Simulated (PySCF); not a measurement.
These 2 structures share the formula C3H7N. Method: PySCF 2.14.0, PBE0-D3(BJ)/def2-SVP geometry optimisation, gas phase. One conformer each; no zero-point energy, no entropy. No frequencies were run at this level. Point groups hold within 0.08 Å.

Question: Rank from lowest to highest electronic energy at this level (kJ/mol).
A. `[CH2:1]=[N:2][CH2:3][CH3:4]` with C1–N2–C3–C4 -122°
B. azetidine (`C1CNC1`)

Answer: A (0.0), B (23.6).

As drawn, the lower has a C=N bond, which the higher lacks; the higher has a four-membered ring and an N–H bond, which the lower lacks.

```tsv
SMILES	E (Eh)	E rel (kJ/mol)	dipole (D)	point group	A, B, C (MHz)
C=NCC	-172.92174	0.0	1.34	C1	24847, 4590, 4457
C1CNC1	-172.91276	23.6	1.16	Cs	11590, 11535, 6691
```

Question: How do the relative energies change in single points at PBE0/pcSseg-1 (no added dispersion term) on the same geometries?

Answer: 
| SMILES | PBE0-D3(BJ)/def2-SVP (kJ/mol) | PBE0/pcSseg-1 (kJ/mol) | shift |
| --- | --- | --- | --- |
| C=NCC | 0.0 | 0.0 | 0.0 |
| C1CNC1 | 23.6 | 32.4 | +8.8 |

Each column counts from its own lowest isomer. The order is unchanged; the largest shift is 8.8 kJ/mol.
